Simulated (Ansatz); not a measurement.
**What each rung costs, and what it gives**

Saddle point of Si$_{2}$H$_{5}$, doublet (Si₂H₅ ([SiH2][SiH3]) → Si₂H₅ ([SiH2][SiH3]); bonds formed: H1–Si3; bonds broken: H1–Si2), PBE0-D4/def2-TZVP structure:

```xyz
7
angstrom
H 0.1800 0.2631 0.6342
Si 0.6978 -1.0041 -0.3701
Si -0.9625 0.6136 -0.5675
H 2.0798 -0.4468 -0.3060
H 0.4855 -1.9490 0.7638
H -2.0364 0.5119 0.4624
H -0.4441 2.0111 -0.6169
```

Barriers are electronic and count from the start structure reached by relaxing down the imaginary mode. Spin–orbit coupling is left out.

Program: Ansatz 0.2.0. Basis: as named in each row. Cores are frozen in the correlated methods; orbitals are unrestricted. B3LYP uses VWN-RPA correlation. Extrapolation: Hartree–Fock as exp(−7.88 √X), correlation as X^−2.97.

Times are rough, for one single point on 2 threads of a shared host (Arm Neoverse V1).

The estimate by CCSD(T) at an estimated basis limit (MP2 extrapolated from triple and quadruple zeta, plus CCSD(T) − MP2 in triple zeta) is 128.4 kJ/mol.

```json
{"method": "SPW92", "basis": "def2-TZVPP", "time (s)": "1", "barrier (kJ/mol)": "86.0", "method less estimate": "-42.3"}
{"method": "PBE-D4", "basis": "def2-TZVPP", "time (s)": "2", "barrier (kJ/mol)": "100.8", "method less estimate": "-27.5"}
{"method": "BLYP-D4", "basis": "def2-TZVPP", "time (s)": "3", "barrier (kJ/mol)": "110.2", "method less estimate": "-18.2"}
{"method": "BHLYP-D4", "basis": "def2-TZVPP", "time (s)": "4", "barrier (kJ/mol)": "138.4", "method less estimate": "10.1"}
{"method": "RPA on PBE", "basis": "def2-TZVPP", "time (s)": "4", "barrier (kJ/mol)": "123.9", "method less estimate": "-4.5"}
{"method": "B3LYP-D4", "basis": "def2-TZVPP", "time (s)": "4", "barrier (kJ/mol)": "121.2", "method less estimate": "-7.2"}
{"method": "PBE0-D4", "basis": "def2-TZVPP", "time (s)": "4", "barrier (kJ/mol)": "115.6", "method less estimate": "-12.7"}
{"method": "PBE-QIDH", "basis": "def2-TZVPP", "time (s)": "4", "barrier (kJ/mol)": "130.3", "method less estimate": "2.0"}
{"method": "CAM-B3LYP-D4", "basis": "def2-TZVPP", "time (s)": "5", "barrier (kJ/mol)": "129.7", "method less estimate": "1.4"}
{"method": "B2PLYP", "basis": "def2-TZVPP", "time (s)": "5", "barrier (kJ/mol)": "127.3", "method less estimate": "-1.1"}
{"method": "r2SCAN-D4", "basis": "def2-TZVPP", "time (s)": "6", "barrier (kJ/mol)": "112.6", "method less estimate": "-15.7"}
{"method": "r2SCAN0-D4", "basis": "def2-TZVPP", "time (s)": "8", "barrier (kJ/mol)": "121.6", "method less estimate": "-6.7"}
{"method": "B97M-V", "basis": "def2-TZVPP", "time (s)": "10", "barrier (kJ/mol)": "104.3", "method less estimate": "-24.1"}
{"method": "wB97X-V", "basis": "def2-TZVPP", "time (s)": "11", "barrier (kJ/mol)": "130.7", "method less estimate": "2.3"}
{"method": "wB97M-V", "basis": "def2-TZVPP", "time (s)": "12", "barrier (kJ/mol)": "120.1", "method less estimate": "-8.2"}
{"method": "MP2", "basis": "def2-QZVPP", "time (s)": "14", "barrier (kJ/mol)": "141.3", "method less estimate": "12.9"}
{"method": "CCSD(T)", "basis": "def2-TZVPP", "time (s)": "38", "barrier (kJ/mol)": "129.1", "method less estimate": "0.7"}
```

All methods are single points on the PBE0-D4 structures.

T1 diagnostic: at most 0.028. ⟨S²⟩ of the unrestricted Hartree–Fock references: 0.76 to 0.87 (a pure state has 0.75). The unrestricted reference is spin-contaminated, which hurts MP2 most.

Labels in which every atom is bracketed show which atoms are joined, not bond orders.
